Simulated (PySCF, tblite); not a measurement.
# C3H6N radical: geometry, infrared bands and EPR parameters

Wanted: the infrared bands and EPR parameters of C3H6N radical (`C=[C]CN`), by calculation.

Programs: tblite 0.8.0 and PySCF 2.14.0, with density-fitted response routines of our own. Each step states its level of theory. These are calculated values for one molecule in the gas phase, unless marked as measured. Atoms count from 0, in the outputs and in this text.

## (1) Starting geometry

10 atoms, charge 0, multiplicity 2; geometry from: force field or distance geometry start.

Bonds of the start (Å): C0–C1 1.35, C1–C2 1.50, C2–N3 1.44, C0–H4 1.06, C0–H5 1.09, C2–H6 1.10, C2–H7 1.11, N3–H8 1.06, N3–H9 1.02.

## (2) Optimising the geometry with GFN2-xTB

What the job is given:

```
{"job": {"kind": "relax", "xc": "GFN2-xTB", "basis": "xTB"}, "charge": 0, "multiplicity": 2}
C      1.617400    -0.316600    -0.262800
C      0.639600     0.503000    -0.707700
C     -0.503600     0.673500     0.243200
N     -1.574400    -0.262800     0.008700
H      2.489000    -0.534500    -0.816100
H      1.505400    -0.788600     0.713500
H     -0.124800     0.457100     1.256800
H     -0.839400     1.730100     0.217000
H     -1.181000    -1.219300     0.233600
H     -2.019400    -0.237100    -0.908500
```

Run with:

```bash
$ OMP_NUM_THREADS=1 python probes_run.py task.json out
```

This one command runs all jobs of the session in turn.

**Question.** This job is followed by: GFN2-xTB harmonic vibrations, gas phase; UKS B3LYP, pcH-1 on C H N, non-relativistic, mean-field spin-orbit, GIAO. Predict these results of the whole session: strongest single infrared mode (GFN2-xTB); zero-point energy (GFN2-xTB); g(iso) (B3LYP); ⟨S²⟩; largest a(iso) (averaged by class); surface potential, 1st and 99th percentile.

As calculated:

| quantity | value |
| --- | --- |
| strongest single infrared mode (GFN2-xTB) | 952 cm⁻¹, 201 km/mol |
| zero-point energy (GFN2-xTB) | 50.8 kcal/mol |
| g(iso) (B3LYP) | 2.00222 |
| ⟨S²⟩ | 0.758 (exact 0.75) |
| largest a(iso) (averaged by class) | 13C on C1, 236.8 MHz |
| surface potential, 1st and 99th percentile | -1.57 V and 1.46 V |

The optimisation took 89 steps and gained 0.596 eV; among the close pairs (by a distance rule), C0–C1 changed most, from 1.351 to 1.295 Å. No mode is imaginary among the 24: a minimum at this level. The strongest single mode, at 952 cm⁻¹, is carried by C2, N3, H8, H9. GFN2-xTB is a fitted tight-binding method: band positions and strengths are rough. Its intensities can rank the bands wrongly. C1 carries the largest spin population, 0.96 e. The isotropic g lies 0.1 ppt below the free-electron value.
